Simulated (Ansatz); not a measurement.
`C[S][AlH2]` and `CS[SiH3]` differ in one atom or group.

Ansatz, PBE0-D4/def2-TZVP geometries, multiplicity 1. 

| property | `C[S][AlH2]` |
| --- | --- |
| HOMO–LUMO gap (B3LYP/def2-TZVPP) / eV | 5.51 |
| zero-point energy (PBE0-D4/def2-TZVP) / kJ/mol | 138.1 |
| HOMO energy (ωB97M-V/def2-TZVPP) / eV | -9.38 |
| LUMO energy (PBE0/def2-TZVPP) / eV | -1.28 |
| HOMO–LUMO gap (ωB97M-V/def2-TZVPP) / eV | 9.72 |
| HOMO energy (PBE/def2-TZVPP) / eV | -6.09 |

Q: Give the same properties after the change, and the shifts. (Best estimate.)

A: Ansatz gave: 
| property | `CS[SiH3]` | shift |
| --- | --- | --- |
| HOMO–LUMO gap (B3LYP/def2-TZVPP) / eV | 6.66 | 1.15 |
| zero-point energy (PBE0-D4/def2-TZVP) / kJ/mol | 167.6 | 29.5 |
| HOMO energy (ωB97M-V/def2-TZVPP) / eV | -9.14 | 0.24 |
| LUMO energy (PBE0/def2-TZVPP) / eV | 0.16 | 1.44 |
| HOMO–LUMO gap (ωB97M-V/def2-TZVPP) / eV | 11.01 | 1.29 |
| HOMO energy (PBE/def2-TZVPP) / eV | -5.75 | 0.34 |

With PBE0 the HOMO rises by 0.27 eV and the LUMO rises by 1.44 eV, so the gap widens by about 1.17 eV. PBE moves the HOMO by 0.34 eV and ωB97M-V by 0.24 eV. The zero-point energy changes by 29.5 kJ/mol with +3 modes.

B3LYP here is the variant with VWN-RPA as its local correlation; programs differ in this.
